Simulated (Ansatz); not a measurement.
**PH2, doublet in 6-31G: errors against full CI**

Geometry: MP2(full)/6-31G*, from the G2/97 set.

```tsv
atom	x (Å)	y (Å)	z (Å)
P	0.0000	0.0000	0.0599
H	0.0000	1.0256	-0.9209
H	0.0000	-1.0256	-0.9209
```

Basis 6-31G; Ansatz 0.2.0. Correlated methods freeze the noble-gas cores, which leaves 7 electrons in 12 orbitals. Prefix R: restricted or restricted open-shell reference; prefix U: unrestricted. Active spaces: valence = (7e, 6o) chosen from the atoms' valence shells.

Full CI is exact within this basis and frozen core; it isn't the basis-set limit. The frozen core follows each run's orbitals, which can shift R against U totals by a few meV.

For open shells CISD and CISDTQ are restricted-active-space CI with the open shells as a complete middle space.

- UHF ⟨S²⟩: 0.758
- T1 diagnostic (RCCSD): 0.0134
- largest doubles amplitude (RCCSD): 0.064
- T1 diagnostic (UCCSD): 0.0073

```csv
level,E − E(RHF) (eV)
UHF,-0.0473
RMP2,-1.3144
UMP2,-1.3231
RCCSD,-1.7866
UCCSD,-1.7865
RCCSD(T),-1.8007
UCCSD(T),-1.8007
```

(1) Estimate how far full CI in 6-31G lies from RCCSD(T). The table doesn't fix it; the size of (T) and the diagnostics are the guide.

(1) Full CI in 6-31G lies 0.20 mEh below RCCSD(T), which is 39 % of the (T) step (-0.52 mEh). The diagnostics give no warning, yet the rest is a sizeable part of (T).

The other levels:

```
                     level  E − E(full CI) (mEh)  share of correlation (%)  wall time
                      CISD                  2.44                     96.33     0.18 s
                   BCCD(T)                  0.21                     99.69     0.67 s
                    RCCSDT                  0.05                     99.93          –
                    UCCSDT                  0.04                     99.94          –
                    CISDTQ                  0.03                     99.95     0.79 s
                 RCCSDT(Q)                  0.01                     99.98      2.3 s
                 UCCSDT(Q)                  0.01                     99.99      2.1 s
                   RCCSDTQ                  0.00                    100.00       10 s
                   UCCSDTQ                  0.00                    100.00        9 s
    CASSCF (valence space)                 26.11                     60.66          –
    NEVPT2 (valence space)                  7.36                     88.91     0.24 s
NEVPT4(SD) (valence space)                  1.18                     98.22     0.55 s
    MRCISD (valence space)                  0.66                     99.00          –
  MRCISD+Q (valence space)                  0.24                     99.64     0.57 s
```

The correlation energy at full CI, counted from RHF, is -1.806 eV. That run took 0.61 s on 1 thread of AMD EPYC 7R13, shared host over 27,126 determinants.

Times hold each run's SCF and search for its determinant on a shared host, so for small cases they say little of a method's own cost; they ran on 1 thread of AMD EPYC 7R13.

The full-CI state has the irrep B1 of C2v, in the program's axes.

Natural occupations of full CI about the gap: 1.982 1.964 1.961 0.996 0.039 0.030 0.009 0.006 0.005 0.004; effectively unpaired electrons, Σ n²(2−n)², 1.02.

Atomization energy (electronic, same basis, no zero-point term; atoms at the same level, unrestricted beside the R rows where the molecule is a closed shell, with restricted open-shell steps beyond CCSDT(Q)) at full CI: 457.9 kJ/mol. Errors of other levels:

| level | error (kJ/mol) |
| --- | --- |
| RHF | -132.3 |
| UHF | -127.9 |
| RMP2 | -35.5 |
| UMP2 | -34.8 |
| CISD | -5.9 |
| RCCSD | -1.5 |
| UCCSD | -1.6 |
| RCCSD(T) | -0.4 |
| UCCSD(T) | -0.5 |
| BCCD(T) | -0.4 |
| RCCSDT | -0.1 |
| UCCSDT | -0.1 |
| CISDTQ | -0.1 |
| RCCSDT(Q) | 0.0 |
| UCCSDT(Q) | 0.0 |
| RCCSDTQ | 0.0 |
| UCCSDTQ | 0.0 |
| CASSCF (valence space) | -26.6 |
| NEVPT2 (valence space) | -4.0 |
| NEVPT4(SD) (valence space) | -0.8 |
| MRCISD (valence space) | -1.3 |
| MRCISD+Q (valence space) | -0.6 |

This basis is far from its limit, so the value isn't to be set against a measured one. Truncated CI isn't size-consistent, which counts against it in atomization.
